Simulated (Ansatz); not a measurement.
Relaxation of BH₄NSi (7 atoms, charge 0, multiplicity 1), to a largest force component of 0.02 eV/Å in at most 40 steps.

These are results of Ansatz, RKS B3LYP/def2-SVP, not measurements.

```xyz
7
Properties=species:S:1:pos:R:3
N -1.471 -1.492 0.067
B -0.597 -0.611 0.022
Si 0.755 0.766 -0.034
H -2.164 -2.200 0.094
H 0.685 1.597 -1.248
H 0.665 1.708 1.096
H 2.128 0.232 0.003
```

**Question.** Where does it end, and by what steps?

**Answer.** The run converged. After 2 steps the energy has fallen by 0.060 eV; Si3 moved furthest, 0.05 Å.

| step | energy less start (eV) | largest force component (eV/Å) | accepted |
| --- | --- | --- | --- |
| 0 | 0.0000 | 0.714 | yes |
| 1 | -0.0558 | 0.216 | yes |
| 2 | -0.0602 | 0.018 | yes |

```xyz
7
Properties=species:S:1:pos:R:3
N -1.475 -1.496 0.067
B -0.600 -0.612 0.024
Si 0.792 0.805 -0.035
H -2.174 -2.210 0.094
H 0.662 1.603 -1.289
H 0.642 1.719 1.134
H 2.152 0.192 0.005
```

Whether the end is a true minimum wasn't checked by a vibrational analysis.

Time of the run: 11 s on 1 thread of Arm Neoverse N1, with other jobs on the host, peak memory 0.13 GiB.
